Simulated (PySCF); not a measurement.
Stretching HCl⁺

Set-up: basis H cc-pVDZ, Cl cc-pV(D+d)Z; no relativity; PySCF 2.14. Energies in eV from H + Cl⁺ in their ground configurations at the same level. State: ²Π (doublet), unpaired electrons π ↑.

| R (Å) | UHF-MP2 | UHF | PBE0 |
| --- | --- | --- | --- |
| 1.142 | -3.753 | -3.003 | -4.155 |
| 1.195 | -4.096 | -3.330 | -4.507 |
| 1.248 | -4.286 | -3.504 | -4.707 |
| 1.288 | -4.351 | -3.557 | -4.781 |
| 1.328 | -4.362 | -3.557 | -4.802 |
| 1.368 | -4.332 | -3.515 | -4.782 |
| 1.421 | -4.240 | -3.408 | -4.705 |
| 1.487 | -4.065 | -3.215 | -4.550 |
| 1.567 | -3.798 | -2.928 | -4.307 |
| 1.673 | -3.388 | -2.497 | -3.931 |

Question: Put a parabola through the three lowest points of the UHF-MP2 curve and estimate Re, k and ωe (reduced mass 0.9796 u; 1 eV/Å² = 0.16022 mdyn/Å; ωe = 1302.8·√(k/μ) cm⁻¹).

Answer: Through R = 1.288, 1.328, 1.368 Å the second-order coefficient is 12.8 eV/Å², so Re ≈ 1.319 Å, k ≈ 4.11 mdyn/Å and ωe ≈ 2667 cm⁻¹. A polynomial fit of higher order to the unrounded UHF-MP2 energies gives Re = 1.318 Å, k = 4.50 mdyn/Å, ωe = 2792 cm⁻¹; anharmonicity and rounding make the difference.

The higher-order fit for each curve: UHF-MP2: Re = 1.318 Å, ωe = 2792 cm⁻¹, De = 4.36 eV; UHF: Re = 1.308 Å, ωe = 2866 cm⁻¹, De = 3.56 eV; PBE0: Re = 1.327 Å, ωe = 2696 cm⁻¹, De = 4.80 eV.

Correlated steps freeze 5 core orbitals. Correlated levels converge slowly with the basis: in double zeta they bind strong bonds too weakly, by up to about 1 eV, and carry superposition errors of some tenths. For an ion De counts to the pair picked by the measured ionisation energies or electron affinities, which need not be the lowest pair at this level. The state is the lowest determinant that a PBE0 search found; another state may lie lower at other levels.
